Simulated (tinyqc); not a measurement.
The basis set: RHF and MP2 along a ladder of basis sets, for H2F+, spin multiplicity 1. Computed by the program tinyqc with PySCF. 

Geometry (angstrom):
```
atom       x        y       z
F     0.0000   0.0000  0.0000
H     0.0000   0.7020  0.5680
H     0.0000  -0.7020  0.5680
```

Same geometry throughout; the dipole is taken about the origin.

RHF and frozen-core MP2 in a ladder of bases:
```
basis        functions  E(RHF) (hartree)  E(MP2 corr) (hartree)  HOMO (eV)  LUMO (eV)  dipole (debye)
sto-3g               7         -98.84697               -0.02912    -29.716      1.650           3.093
3-21g               13         -99.64706               -0.12856    -31.291     -3.541           3.494
6-31g               13        -100.15154               -0.12954    -31.489     -4.364           3.519
6-31g**             24        -100.20545               -0.18294    -31.323     -3.914           3.049
cc-pvdz             24        -100.20988               -0.20568    -31.343     -4.364           2.978
aug-cc-pvdz         41        -100.21729               -0.21560    -31.382     -5.410           2.947
cc-pvtz             58        -100.24894               -0.26913    -31.389     -4.793           2.949
```

From cc-pVDZ to cc-pVTZ the RHF energy falls by 39.1 mhartree and the correlation energy by 63.4. If valence correlation converges as X^-3, (27 E(T) - 8 E(D))/19 gives -0.2958 hartree, a rough estimate from such small X that usually falls short; STO-3G holds about 10 % of it. Beyond STO-3G the LUMO moves by 1.9 eV and the HOMO by 0.2 eV.
